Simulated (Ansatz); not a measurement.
```yaml
crystal:
  periodic: [false, false, false]
  atoms:
    - {symbol: B, position_ang: [-1.555901, -0.107411, -0.001702]}
    - {symbol: S, position_ang: [0.026535, 0.338031, 0.002871]}
    - {symbol: O, position_ang: [1.165444, -0.618371, -0.004633]}
    - {symbol: H, position_ang: [-2.655327, 0.214105, 0.000454]}
basis:
  gaussian: {orbitals: def2-TZVP}
hamiltonian: {xc: pbe0}
relax: {f_tol: 0.004, max_steps: 80}
```

```sh
$ ansatz run in.yaml --threads 1 --pin off --events-out ev --progress --plain --max-ram 2176MiB
```

Steps of the relaxation (energy above the last step; positions in Å, forces in eV/Å):

```
4
step 1, 77.1 meV
B    -1.556   -0.107   -0.002   -0.117    0.383    0.003
S     0.027    0.338    0.003    0.693   -0.456   -0.004
O     1.165   -0.618   -0.005    0.410    0.153    0.002
H    -2.655    0.214    0.000   -0.986   -0.080   -0.001
```

```
4
step 2, 21.9 meV
B    -1.560   -0.083   -0.001   -0.197    0.386    0.003
S     0.045    0.328    0.003    0.272   -0.345   -0.003
O     1.190   -0.623   -0.005    0.176    0.116    0.001
H    -2.694    0.204    0.000   -0.251   -0.157   -0.001
```

```
4
step 3, 149.6 meV
B    -1.577    0.117    0.000    1.694   -1.173   -0.009
S     0.083    0.301    0.003   -1.301    1.626    0.013
O     1.196   -0.661   -0.005    0.488   -0.969   -0.008
H    -2.722    0.070   -0.001   -0.881    0.516    0.004
```

```
4
step 6, 0.0 meV
B    -1.561   -0.022   -0.001   -0.015   -0.005    0.000
S     0.066    0.327    0.003   -0.004    0.017    0.000
O     1.199   -0.641   -0.005    0.015   -0.013    0.000
H    -2.723    0.162    0.000    0.003    0.002    0.000
```

```
4
step 7, 0.0 meV
B    -1.561   -0.023   -0.001    0.000    0.001    0.000
S     0.066    0.327    0.003   -0.002    0.000    0.000
O     1.199   -0.641   -0.005    0.002   -0.001    0.000
H    -2.723    0.163    0.000    0.001    0.000    0.000
```

Close pairs at the end: B1–H4 1.176 Å, S2–O3 1.490 Å, B1–S2 1.664 Å.

A stationary point of restricted PBE0 after 7 steps (its stability towards spin polarisation wasn't tested); no frequencies were run, so it isn't proven a minimum. 16 s on 1 thread of Arm Neoverse V2, shared host.
